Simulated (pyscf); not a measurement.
`[NH3]` + `[NH2][SiH3]` → `[NH2][SiH3]` + `[NH3]` (four-centre exchange; singlet surface; H–N, N–Si broken, N–Si, H–N formed). PySCF, gas phase, ωB97X-D3(BJ)/def2-SVP geometries. Energies in kcal/mol from the separated reactants.

```tsv
level	barrier	reaction energy
PBE/def2-TZVP	[?]	0.0
B3LYP-D3(BJ)/def2-TZVP	[?]	0.0
PBE0-D3(BJ)/def2-TZVP	27.0	0.0
M06-2X/def2-TZVP	30.5	0.0
ωB97M-D3(BJ)/def2-TZVP	30.5	0.0
HF/def2-TZVP	49.6	0.0
```

Problem. Complete the blanks.

Solution. 
- PBE/def2-TZVP, barrier: 25.6
- B3LYP-D3(BJ)/def2-TZVP, barrier: 30.7

The functionals in the table span 5.1 kcal/mol in this barrier, from PBE to B3LYP-D3(BJ). On the reactant side the descent ends in a complex (not fully relaxed), 5.1 kcal/mol under the separated species and 35.4 kcal/mol under the saddle at ωB97X-D3(BJ)/def2-TZVP. This is the saddle that the search found; another between the same sides may lie lower.
